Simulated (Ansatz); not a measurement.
Loss of CH4: C2H5NO → HNCO + CH4

Species: C2H5NO (acetamide) `CC(N)=O`, singlet; HNCO (isocyanic acid) `N=C=O`, singlet; CH4 (methane) `C`, singlet. 

Shapes, held fixed at every level: PBE0-D4/def2-TZVP. Flexible molecules stand in one conformer, not always the lowest. Programs: Ansatz 0.2.0. The zero-point and thermal change to 298 K, harmonic and unscaled (PBE0-D4/def2-TZVP), is -14.6 kJ/mol.

Task: Estimate ΔH(298 K) of this reaction.

Result: The highest level, CCSD(T)/CBS estimate, gives ΔH(298 K) = +44.1 kJ/mol; the levels span +25.5 to +44.1. The column of differences is taken from that level and isn't an error. No measured value is set beside it here. The CBS estimate extrapolates MP2 from def2-TZVPP and def2-QZVPP and adds CCSD(T) − MP2 in the triple-zeta set, cores frozen.

```json
{"level": "HF/def2-SVP", "kind": "Hartree–Fock", "ΔH(298 K) (kJ/mol)": "+43.7", "less CCSD(T)/CBS estimate": "-0.4"}
{"level": "HF/def2-TZVPP", "kind": "Hartree–Fock", "ΔH(298 K) (kJ/mol)": "+30.2", "less CCSD(T)/CBS estimate": "-13.9"}
{"level": "PBE-D4/def2-TZVPP", "kind": "GGA", "ΔH(298 K) (kJ/mol)": "+37.2", "less CCSD(T)/CBS estimate": "-6.9"}
{"level": "B2PLYP/def2-TZVPP", "kind": "double hybrid", "ΔH(298 K) (kJ/mol)": "+25.5", "less CCSD(T)/CBS estimate": "-18.6"}
{"level": "MP2/def2-SVP", "kind": "perturbation theory", "ΔH(298 K) (kJ/mol)": "+28.6", "less CCSD(T)/CBS estimate": "-15.5"}
{"level": "CCSD(T)/def2-TZVPP", "kind": "coupled cluster or CI", "ΔH(298 K) (kJ/mol)": "+36.9", "less CCSD(T)/CBS estimate": "-7.2"}
{"level": "CCSD/def2-TZVPP", "kind": "coupled cluster or CI", "ΔH(298 K) (kJ/mol)": "+41.1", "less CCSD(T)/CBS estimate": "-3.0"}
{"level": "CCSD(T)/CBS estimate", "kind": "coupled cluster or CI", "ΔH(298 K) (kJ/mol)": "+44.1", "less CCSD(T)/CBS estimate": "0.0"}
```
